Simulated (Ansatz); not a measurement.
CH$_{4}$OSi (`O=C[SiH3]`), relaxed with RKS PBE0-D4/def2-TZVP in the Gaussian-basis code of Ansatz from a PBE-D4/def2-SVP geometry. The force threshold is 0.005 eV/Å; the program also tests the step.

Total charge 0; spin multiplicity 1.

Start:

```xyz
7

O    -1.341   -0.331   -1.518
C    -0.245    0.030   -1.132
Si    0.195   -0.010    0.770
H     0.536    0.396   -1.875
H    -0.794    0.861    1.491
H     0.052   -1.428    1.246
H     1.596    0.481    1.018
```

| step | energy (eV) | largest force (eV/Å) | largest move (Å) |
| --- | --- | --- | --- |
| 1 | -11020.3666 | 1.210 | 0.000 |
| 2 | -11020.3957 | 0.161 | 0.031 |
| 3 | -11020.3975 | 0.071 | 0.009 |
| 4 | -11020.3975 | 0.026 | 0.002 |
| 5 | -11020.3975 | 0.027 | 0.000 |
| 6 (rejected) | -11020.3975 | 0.031 | 0.003 |
| 7 | -11020.3975 | 0.000 | 0.001 |

End:

```xyz
7

O    -1.319   -0.324   -1.507
C    -0.237    0.032   -1.115
Si    0.188   -0.012    0.768
H     0.523    0.388   -1.851
H    -0.785    0.856    1.476
H     0.055   -1.415    1.233
H     1.574    0.476    0.996
```

It took 11 s on 2 threads of an AMD EPYC 7B13 on a shared host, with 0.21 GiB of host memory at the peak.
